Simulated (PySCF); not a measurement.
# XPS shifts beside NMR shieldings

Compound: C5H6O.
Atom-mapped SMILES: `[CH2:1]=[C:2]=[CH:3][C:4]([CH3:5])=[O:6]`

Geometry (PBE0-D3(BJ)/def2-SVP, Å), atoms numbered from 1 in this order:
```xyz
12
C5H6O angstrom
C      2.2412    0.3126    0.4385
C      1.2207   -0.4293    0.1039
C      0.1824   -1.1647   -0.2283
C     -1.2146   -0.6559   -0.3416
C     -1.4599    0.8036   -0.0571
O     -2.1025   -1.4130   -0.6610
H      2.5388    0.4273    1.4863
H      2.8314    0.8380   -0.3199
H      0.3013   -2.2311   -0.4501
H     -0.9224    1.4276   -0.7881
H     -2.5358    1.0057   -0.1208
H     -1.0805    1.0792    0.9382
```

Binding energies: delta-SCF UKS SCAN, pcX-2 on the ionised atom, pcseg-1 elsewhere, spin-free X2C (PySCF). Shieldings: GIAO HF/pcSseg-2, non-relativistic, same geometry.

```csv
atom,isotropic shielding (ppm)
C1,107.2
C2,-49.5
C3,91.4
C4,-13.2
C5,164.5
```

**Question.** What are the C 1s binding energies of these atoms?

**Answer.** 
```csv
atom,environment,C 1s (eV),isotropic shielding (ppm)
C3,outer carbon of cumulated double bonds,290.97,91.4
C5,methyl carbon next to a carbonyl,291.00,164.5
C1,outer carbon of cumulated double bonds,291.00,107.2
C2,central carbon of cumulated double bonds,291.17,-49.5
C4,ketone carbonyl carbon,293.24,-13.2
```

**Question.** Among the listed atoms, is the one with the highest binding energy also the least shielded?

**Answer.** No. The highest binding energy is at C4 (293.24 eV, shielding -13.2 ppm), the lowest shielding at C2 (-49.5 ppm, 291.17 eV).

By binding energy: C3 ≈ C5 ≈ C1 < C2 < C4. By shielding: C2 < C4 < C3 < C1 < C5.

The unrestricted hole states depart most from a pure doublet (⟨S²⟩ = 0.75; over 0.85 named) for C 1s of C2 (0.91), which makes this value less certain. Isolated species at its PBE0-D3(BJ)/def2-SVP geometry (one conformer only).
